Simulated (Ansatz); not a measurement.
# MgAlO radical (SMILES [O]1[Mg][Al]1): one structure at several levels

A test off equilibrium: a structure displaced at random from a GFN2-xTB minimum is computed at several levels, and each is set against CCSD(T).

The runs use Ansatz 0.2.0, Gaussian basis; single points in def2-TZVPP.

Correlated methods freeze the cores. The outer core shell of Li, Na, Mg and K is correlated. Orbitals are unrestricted.

### Step 1. Starting geometry

3 atoms, charge 0, spin multiplicity 2.

Atoms are counted from 1 here; the program's logs count them from 0.

Bond lengths: O1–Mg2 1.917 Å, O1–Al3 1.672 Å. Angles: Mg2–O1–Al3 174.2°.

As a file:

```xyz
3

O    -0.00750   -0.05290   -0.05760
Mg    1.37710    0.91530    0.84720
Al   -1.31930   -0.77060   -0.80490
```

### Step 2. CCSD(T)/def2-TZVPP

File run/in.yaml:

```yaml
crystal:
  periodic: [false, false, false]
  atoms:
    - {symbol: O, position_ang: [-0.007500, -0.052900, -0.057600]}
    - {symbol: Mg, position_ang: [1.377100, 0.915300, 0.847200]}
    - {symbol: Al, position_ang: [-1.319300, -0.770600, -0.804900]}
basis:
  gaussian: {orbitals: def2-TZVPP}
magnetization: {spin_polarized: true, initial_magnetization: 1}
correlation: {method: ccsd_t}
scf: {omitted_lower_state_checks: [cluster_reference]}
output: {forces: true}
```

No record of the launch command was kept for these runs.

### Step 3. PBE0-D4/def2-TZVPP

Edit run/in.yaml of step 2 so:

```diff
@@ -9,4 +9,3 @@
 magnetization: {spin_polarized: true, initial_magnetization: 1}
-correlation: {method: ccsd_t}
-scf: {omitted_lower_state_checks: [cluster_reference]}
-output: {forces: true}
+hamiltonian: {xc: pbe0, dispersion: d4}
+output: {forces: true, orbitals: {seedname: orbitals}}
```

### Step 4. wB97M-V/def2-TZVPP

Edit run/in.yaml of step 3 so:

```diff
@@ -9,3 +9,3 @@
 magnetization: {spin_polarized: true, initial_magnetization: 1}
-hamiltonian: {xc: pbe0, dispersion: d4}
-output: {forces: true, orbitals: {seedname: orbitals}}
+hamiltonian: {xc: {name: wB97M-V}}
+output: {forces: true}
```

### Step 5. r2SCAN-D4/def2-TZVPP

Edit run/in.yaml of step 4 so:

```diff
@@ -9,3 +9,3 @@
 magnetization: {spin_polarized: true, initial_magnetization: 1}
-hamiltonian: {xc: {name: wB97M-V}}
+hamiltonian: {xc: r2scan, dispersion: d4}
 output: {forces: true}
```

### Step 6. PBE-D4/def2-TZVPP

Edit run/in.yaml of step 5 so:

```diff
@@ -9,3 +9,3 @@
 magnetization: {spin_polarized: true, initial_magnetization: 1}
-hamiltonian: {xc: r2scan, dispersion: d4}
+hamiltonian: {xc: pbe, dispersion: d4}
 output: {forces: true}
```

### Step 7. LC-wPBE/def2-TZVPP

Edit run/in.yaml of step 6 so:

```diff
@@ -9,3 +9,3 @@
 magnetization: {spin_polarized: true, initial_magnetization: 1}
-hamiltonian: {xc: pbe, dispersion: d4}
+hamiltonian: {xc: {name: LC-wPBE}}
 output: {forces: true}
```

### Step 8. r2SCAN0-D4/def2-TZVPP

Edit run/in.yaml of step 7 so:

```diff
@@ -9,3 +9,3 @@
 magnetization: {spin_polarized: true, initial_magnetization: 1}
-hamiltonian: {xc: {name: LC-wPBE}}
+hamiltonian: {xc: {name: r2SCAN0}, dispersion: d4}
 output: {forces: true}
```

(Steps that only read results are left out.)

What does the calculation give? Wanted: energy less free atoms, CCSD(T)/def2-TZVPP; RMS force component; RMS force error; HOMO and LUMO, PBE0-D4; T1 diagnostic.

The runs gave:

| quantity | value |
| --- | --- |
| energy less free atoms, CCSD(T)/def2-TZVPP | -186.0 kcal/mol |
| RMS force component | 0.618 to 0.688 eV/Å over the methods |
| RMS force error | PBE0-D4 0.103, wB97M-V 0.030, r2SCAN-D4 0.087, PBE-D4 0.143, LC-wPBE 0.121, r2SCAN0-D4 0.205 eV/Å |
| HOMO and LUMO, PBE0-D4 | -5.40 and -2.69 eV |
| T1 diagnostic | 0.017 |

Against CCSD(T) the functionals' energies less atoms differ by -13.8 to -3.1 kcal/mol, PBE-D4 by -13.8 kcal/mol. CCSD(T) in triple zeta still lacks some correlation energy of the bonds, so part of these gaps is its own basis error and they don't rank the functionals. The forces of wB97M-V come nearest to CCSD(T), those of r2SCAN0-D4 are farthest. Frozen-core CCSD(T) forces in triple zeta carry basis errors of their own, and this is one geometry, so small gaps rank nothing.
